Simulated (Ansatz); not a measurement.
formamide (SMILES NC=O) moved off its minimum; all values from Ansatz (a quantum-chemistry and plane-wave program), cores frozen in correlated methods.
(charge 0, multiplicity 1)
```xyz
6

N     -1.0690     0.2471     0.1834
C      0.2531     0.4293    -0.1281
O      1.1378    -0.6663    -0.0680
H     -1.5393    -0.7641     0.1885
H     -1.5828     1.0206     0.1332
H      0.4909     1.3544    -0.1491
```

Forces at r2SCAN/def2-TZVPP (eV/Å):

| atom | Fx | Fy | Fz |
|---|---|---|---|
| N1 | 2.537 | -5.997 | -0.567 |
| C2 | 1.269 | -13.679 | 2.311 |
| O3 | -4.714 | 6.504 | -0.878 |
| H4 | 1.684 | 3.267 | 0.002 |
| H5 | -3.093 | 3.460 | -0.203 |
| H6 | 2.317 | 6.444 | -0.665 |

Question: Give the forces (eV/Å), the total energy and the dipole at CCSD(T)/cc-pVTZ.

Answer: 
```json
[
 {"atom": "N1", "Fx": "2.126", "Fy": "-6.068", "Fz": "-0.428"},
 {"atom": "C2", "Fx": "1.506", "Fy": "-13.572", "Fz": "2.229"},
 {"atom": "O3", "Fx": "-4.625", "Fy": "6.451", "Fz": "-0.876"},
 {"atom": "H4", "Fx": "1.734", "Fy": "3.362", "Fz": "-0.031"},
 {"atom": "H5", "Fx": "-3.057", "Fy": "3.423", "Fz": "-0.218"},
 {"atom": "H6", "Fx": "2.316", "Fy": "6.405", "Fz": "-0.675"}
]
```
Energy -169.5711 hartree, dipole 4.60 D.
